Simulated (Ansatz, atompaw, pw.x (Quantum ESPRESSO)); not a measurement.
## Which Ta potential is closest to all-electron in the bcc crystal?

All use LDA (PW92), scalar-relativistic, no spin, cutoffs from each file’s atomic test, pw.x 7.5; 14³ k-points, Fermi–Dirac smearing 0.01 Ry. Δ is the rms difference from all-electron LAPW of the E(V) curves that follow from fits to the pressures, over ±6 % in volume. Mesh and smearing are coarse and serve the comparison alone. The files are a selection: those with a ghost or negative overlap were mostly not run, and those with noisy or unconverged pressures or nearly equal Δ are left out.

All-electron: a0 = 3.255 Å (V0 = 17.24 Å³/atom), B0 = 217.7 GPa.

Question: Rank them by Δ, smallest first.
A. PAW, atompaw 4.2.0.5, LDA (PW92); core [Xe] 4f14, reference 5d3 6s2 6p0; waves: 6s (bound): rc 3.00 bohr; 6s channel at 2.5 Ry: rc 3.00 bohr; 6p (bound, empty): rc 3.00 bohr; 6p channel at 4.9 Ry: rc 3.00 bohr; 5d (bound): rc 3.00 bohr; 5d channel at 0.2 Ry: rc 3.00 bohr; local part: bessel scheme, radius 2.70 bohr; core correction: smooth core density matched at 2.15 bohr; augmentation: sinc compensation charge, radius 2.25 bohr; PAW radius 3.00 bohr; waves and projectors: custom rrkj vanderbiltortho.
B. PAW, atompaw 4.2.0.5, LDA (PW92); core [Kr] 4d10 4f14, reference 5s2 5p6 5d3 6s1.5 6p0.5; waves: 5s (bound): rc 1.55 bohr; 6s (bound): rc 2.25 bohr; 5p (bound): rc 1.90 bohr; 6p (bound): rc 2.65 bohr; 5d (bound): rc 2.10 bohr; 5d channel at 0.05 Ry: rc 2.10 bohr; local part: bessel scheme, radius 1.95 bohr; core correction: smooth core density matched at 2.55 bohr; augmentation: besselshape compensation charge, radius 2.45 bohr; PAW radius 2.65 bohr; waves and projectors: custom polynom gramschmidtortho.
C. PAW, atompaw 4.2.0.5, LDA (PW92); core [Kr] 4d10 4f14, reference 5s2 5p6 5d3 6s1.5 6p0.5; waves: 5s (bound): rc 1.30 bohr; 6s (bound): rc 2.80 bohr; 5p (bound): rc 1.40 bohr; 6p (bound): rc 2.80 bohr; 5d (bound): rc 2.80 bohr; 5d channel at 0.25 Ry: rc 2.80 bohr; 5f channel at 0.3 Ry: rc 2.80 bohr; local part: bessel scheme, radius 2.15 bohr; core correction: smooth core density matched at 1.60 bohr; augmentation: besselshape compensation charge, radius 2.10 bohr; PAW radius 2.80 bohr; waves and projectors: custom rrkj vanderbiltortho.
D. PAW, atompaw 4.2.0.5, LDA (PW92); core [Kr] 4d10, reference 4f14 5s2 5p6 5d3.5 6s1.5 6p0; waves: 5s (bound); 6s (bound); 5p (bound); 6p (bound, empty); 5d (bound); 5d channel at 1.95 Ry; 4f (bound); 4f channel at -1.15 Ry; local part: ultrasoft scheme with l = 4 at -0.5 Ry, radius 1.75 bohr; core correction: smooth core density matched at 1.35 bohr; augmentation: sinc compensation charge, radius 2.05 bohr; PAW radius 2.40 bohr; waves and projectors: bloechl.

Answer: D (1.3 meV/atom), B (2.9 meV/atom), C (5.9 meV/atom), A (15.3 meV/atom).
